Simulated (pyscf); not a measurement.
Elementary routes open to `[F][SiH2]` [doublet] + `[OH2]` in the gas phase (doublet surface):
A. `[OH][SiH2][F]` + `[H]` [doublet] (H–O broken; O–Si formed)
B. `[OH][SiH2]` [doublet] + `[FH]` (F–Si, H–O broken; O–Si, F–H formed)

Single points on ωB97X-D3(BJ)/def2-SVP structures (PySCF, gas phase). MP2 and CC: frozen core, UHF for open shells. ΔMP2 is the change of the MP2 total energy from the triple- to the quadruple-zeta basis.

Question: Rank the routes by free-energy barrier at 1200 K, lowest first, for CCSD(T)/def2-TZVPP + ΔMP2(QZVPP) energies (ideal gas, 1 atm, RRHO with modes under 100 cm⁻¹ raised to 100, one conformer, R ln 2 for rigid chiral ones).

Answer: A (55.0 kcal/mol), B (66.8 kcal/mol)

Route A is the fastest of these, ahead of the next by 11.8 kcal/mol. The most stable products are those of A (ΔG = -5.4 kcal/mol), so kinetics and thermodynamics agree. At 298 K A is still the fastest. B: On the reactant side the descent ends in a complex, 4.1 kcal/mol under the separated species and 28.4 kcal/mol under the saddle at ωB97X-D3(BJ)/def2-TZVP. On the product side the descent ends in a complex, 7.1 kcal/mol under the separated species and 22.8 kcal/mol under the saddle at ωB97X-D3(BJ)/def2-TZVP. Only these routes are compared; each barrier is that of the saddle found, and lower ones may exist. The CCSD(T) − MP2 part came from Ansatz, without density fitting, on the same reference.
